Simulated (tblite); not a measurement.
Chloroethane, C2H5Cl.
Bonds: C1–C2, C2–Cl3. Hydrogens: H4, H5, H6 on C1; H7, H8 on C2.

Computed with GFN2-xTB (tblite), gas phase: Langevin dynamics at 600 K from the optimised GFN2-xTB geometry, time step 0.5 fs, friction 0.01 fs⁻¹, 2000 steps.

Start geometry:
```
atom  x, y, z in Å
C1     -0.797    0.041   -0.042
C2      0.699   -0.191   -0.016
Cl3     1.559    1.295    0.484
H4     -1.156    0.329    0.943
H5     -1.051    0.829   -0.748
H6     -1.298   -0.876   -0.345
H7      1.081   -0.454   -1.002
H8      0.972   -0.964    0.702
```

The statistics below take the 31 frames saved every 25 fs from 250 to 1000 fs; their kinetic temperature (all 3N coordinates) averages 566 K.

**Question.** How do the bond lengths spread?

**Answer.** 
```tsv
bond	start (Å)	mean (Å)	standard deviation (Å)	shortest (Å)	longest (Å)
C1–C2	1.515	1.521	0.032	1.434	1.586
C2–Cl3	1.789	1.806	0.036	1.730	1.884
C1–H4	1.087	1.093	0.038	1.016	1.172
C1–H5	1.087	1.092	0.037	1.023	1.179
C1–H6	1.088	1.107	0.041	1.030	1.191
C2–H7	1.090	1.101	0.036	1.016	1.155
C2–H8	1.090	1.101	0.038	1.042	1.182
```

**Question.** Give the same statistics for bond angles, one of each kind.

**Answer.** 
```
    angle  start (°)  mean (°)  standard deviation (°)  smallest (°)  largest (°)
 C2–C1–H4      110.6     109.7                     4.4         100.7        117.2
 C2–C1–H6      109.3     108.8                     4.5         100.5        121.4
 H4–C1–H5      108.6     109.1                     4.5          97.9        120.5
C1–C2–Cl3      110.6     111.0                     5.0         103.1        119.6
 C1–C2–H7      111.6     113.6                     6.7          99.4        123.8
Cl3–C2–H7      106.6     105.1                     5.8          94.7        116.9
 H7–C2–H8      109.7     108.6                     4.1         101.5        116.6
```

**Question.** How far does each atom move about its mean position (frames aligned on the start, all atoms weighted alike), and what rms force does it feel?

**Answer.** 
```csv
atom,rms displacement (Å),rms force (eV/Å)
C1,0.06,2.34
C2,0.07,2.02
Cl3,0.19,0.79
H4,0.18,1.44
H5,0.17,1.33
H6,0.23,1.45
H7,0.17,1.27
H8,0.15,1.22
```

The displacements run from 0.06 to 0.23 Å, the largest at H6.

**Question.** How widely does the potential energy scatter, against a harmonic estimate?

**Answer.** Mean 0.40 eV above the start, standard deviation 0.127 eV, range 0.17 to 0.63 eV. For 18 classical harmonic modes at 600 K the canonical values are 18kT/2 = 0.47 eV and kT·√(18/2) = 0.155 eV.

The run is classical and short, so these are rough statistics of one trajectory.

The cost below is that of the whole dynamics run. Hardware: Arm Neoverse V1, one thread, shared host. Cost: 4.8 s, 0.18 GiB resident at most.
